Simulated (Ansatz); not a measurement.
**Energy profile**

The step: SiH₃Cl ([SiH3][Cl]) + H₂O → SiH₄O ([OH][SiH3]) + HCl; bonds formed: Si1–O7, Cl2–H6; bonds broken: Si1–Cl2, H6–O7 (atoms numbered as in the saddle structure below).

| atom | x (Å) | y (Å) | z (Å) |
| --- | --- | --- | --- |
| Si1 | -0.4267 | -0.2499 | -0.5550 |
| Cl2 | 1.9932 | -0.5598 | -0.4755 |
| H3 | -0.5603 | -1.7075 | -0.7226 |
| H4 | -0.1744 | 0.6204 | -1.7211 |
| H5 | -1.8163 | 0.1760 | -0.1493 |
| H6 | 1.1215 | 0.2824 | 1.0105 |
| O7 | 0.1177 | 0.3107 | 1.1294 |
| H8 | -0.2547 | 1.1278 | 1.4835 |

Electronic energies by CCSD(T) at an estimated basis limit (MP2 extrapolated from triple and quadruple zeta, plus CCSD(T) − MP2 in triple zeta), on PBE0-D4/def2-TZVP structures; SiH$_{5}$ClO, singlet; no counterpoise correction. Ansatz 0.2.0; basis: def2-TZVPP and def2-QZVPP; cores frozen in the correlated methods. Extrapolation: Hartree–Fock as exp(−7.88 √X), correlation as X^−2.97.

Problem. Give the profile in kcal/mol, counted from the separated reactants. (Judge from chemistry; the value comes from the calculation.)

Solution. Computed:
```
                                                                                                        point  kcal/mol
separated: SiH$_{3}$Cl (linked as [SiH3][Cl]; Si1, Cl2, H3, H4, H5; singlet) + H$_{2}$O (H6, O7, H8; singlet)      0.00
                                                                                              start structure     -2.83
                                                                                                       saddle     20.23
                                                                                                end structure     -2.31
      separated: SiH$_{4}$O (linked as [OH][SiH3]; Si1, H3, H4, H5, O7, H8; singlet) + HCl (Cl2, H6; singlet)      2.56
```

No T1 diagnostic of these runs exceeds 0.011.

The step is the kind of ligand exchange by which a precursor binds to a hydroxyl group, or is hydrolysed, in atomic layer deposition of oxides.

For scale, one of the runs: CCSD(T)/def2-TZVPP, 185 basis functions (an equivalent command: `ansatz run in.yaml --threads 2`). Time: 15 s of wall clock on 2 CPU threads; the host was shared. Peak host memory: 1.9 GiB.
